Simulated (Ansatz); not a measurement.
**UBHLYP/STO-3G run of BH2F− (SMILES [BH2-]F)**

What is the vertical doublet–quartet gap of BH2F− at UBHLYP/STO-3G? 

The results are computed with Ansatz 0.2.0.

1 further run of the same task is left out (it didn't finish).

### 1 Starting point

The species is BH2F− (4 atoms), meant as a doublet with charge -1. SMILES: `[BH2-]F`. The shape is that of a GFN2-xTB optimisation.

Bond lengths: B1–F2 1.499 Å, B1–H3 1.242 Å, B1–H4 1.242 Å. Angles: F2–B1–H3 108.4°, F2–B1–H4 108.4°, H3–B1–H4 113.0°.

### 2 A single-point energy at UBHLYP/STO-3G

The input, molecule.yaml:

```yaml
basis:
  gaussian:
    orbitals: STO-3G
crystal:
  periodic: [false, false, false]
  atoms:
    - {symbol: B, position_ang: [-0.086340, 0.304430, 0.102380]}
    - {symbol: F, position_ang: [1.031910, -0.468820, 0.732960]}
    - {symbol: H, position_ang: [-1.140340, -0.333670, 0.256190]}
    - {symbol: H, position_ang: [0.194760, 0.498060, -1.091520]}
total_charge: -1
magnetization:
  spin_polarized: true
  initial_magnetization: 1
hamiltonian:
  xc: {name: BHLYP}
accuracy: high
```

Launch:

```sh
$ ansatz run molecule.yaml --threads 1 --pin off --max-ram 2610MiB --events-out events.jsonl --progress --plain --runs-dir runs
```

Output:

```text
Warning: RAYON_NUM_THREADS=1 ignored (pool sized by the plan → 1); use --threads N
Functional definition: BHLYP
  name "BHLYP"
  parameter a = 0.5
  exchange = (1 - a)*b88_x + a*exact_x
  correlation = lyp_c
188 factors; integrals over basis functions are off by at most 3.7e-8 eV
mean field evaluation 1: about -3368.3697 eV, gradient 1.9e1 eV
mean field evaluation 2: about -3370.7389 eV, gradient 9.8e0 eV
mean field evaluation 4: about -3371.5177 eV, gradient 5.4e-1 eV
mean field evaluation 8: about -3371.5275 eV, gradient 6.4e-3 eV
mean field evaluation 16: about -3371.5275 eV, gradient 2.3e-7 eV
mean field -3371.52746660 eV, -123.9013490941 hartree, gradient 2.7e-8 eV, S^2 0.751322; 0 other end points of the search recorded, 0 dependent functions left out
reference -3371.52748074 eV, -123.9013496139 hartree; 9, 8 occupied and 3, 4 virtual orbitals, 188 factors
Total energy: -3371.52748074 eV, -123.9013496139 hartree
```

Run time: 0.81 s. Hardware: 1 thread of AMD EPYC 7R43 (Zen 3), shared host; peak memory 0.12 GiB.

### 3 The quartet

The input, run.yaml:

```yaml
crystal:
  periodic: [false, false, false]
  atoms:
    - symbol: B
      position_ang: [-0.086340, 0.304430, 0.102380]
    - symbol: F
      position_ang: [1.031910, -0.468820, 0.732960]
    - symbol: H
      position_ang: [-1.140340, -0.333670, 0.256190]
    - symbol: H
      position_ang: [0.194760, 0.498060, -1.091520]
basis:
  gaussian:
    orbitals: STO-3G
total_charge: -1
magnetization:
  spin_polarized: true
  initial_magnetization: 3
hamiltonian:
  xc: {name: BHLYP}
accuracy: high
```

Launch:

```sh
$ ansatz run run.yaml --threads 1 --pin off --max-ram 2610MiB --events-out events.jsonl --progress --plain --runs-dir runs
```

Output:

```text
Warning: RAYON_NUM_THREADS=1 ignored (pool sized by the plan → 1); use --threads N
[... 5 set-up lines as earlier in the session ...]
188 factors; integrals over basis functions are off by at most 3.7e-8 eV
mean field evaluation 1: about -3337.4670 eV, gradient 4.9e1 eV
mean field evaluation 2: about -3350.0571 eV, gradient 2.0e1 eV
mean field evaluation 4: about -3358.7169 eV, gradient 4.5e0 eV
mean field evaluation 8: about -3359.0457 eV, gradient 1.7e-1 eV
mean field evaluation 16: about -3359.0459 eV, gradient 5.6e-5 eV
mean field evaluation 32: about -3358.1940 eV, gradient 2.6e0 eV
mean field -3359.04593953 eV, -123.4426614347 hartree, gradient 2.8e-8 eV, S^2 3.750857; 4 other end points of the search recorded, 0 dependent functions left out
reference -3359.04595372 eV, -123.4426619563 hartree; 10, 7 occupied and 2, 5 virtual orbitals, 188 factors
Total energy: -3359.04595372 eV, -123.4426619563 hartree
```

Run time: 1.1 s. Hardware: 1 thread of AMD EPYC 7R43 (Zen 3), shared host; peak memory 0.12 GiB.

### 4 Summary of results

Level: UBHLYP/STO-3G.

| quantity | value |
| --- | --- |
| doublet: total energy | -123.90135 Eh |
| doublet: ⟨S²⟩ | 0.751 |
| quartet: total energy | -123.44266 Eh |
| quartet: ⟨S²⟩ | 3.751 |
| vertical energy of the quartet above the doublet | 12.482 eV |

What this shows: At this shape the quartet lies 12.48 eV (1204 kJ/mol) above the doublet. For an anion a state so high probably lies above electron detachment. In a minimal basis such a difference can be off by several eV, whatever the method.
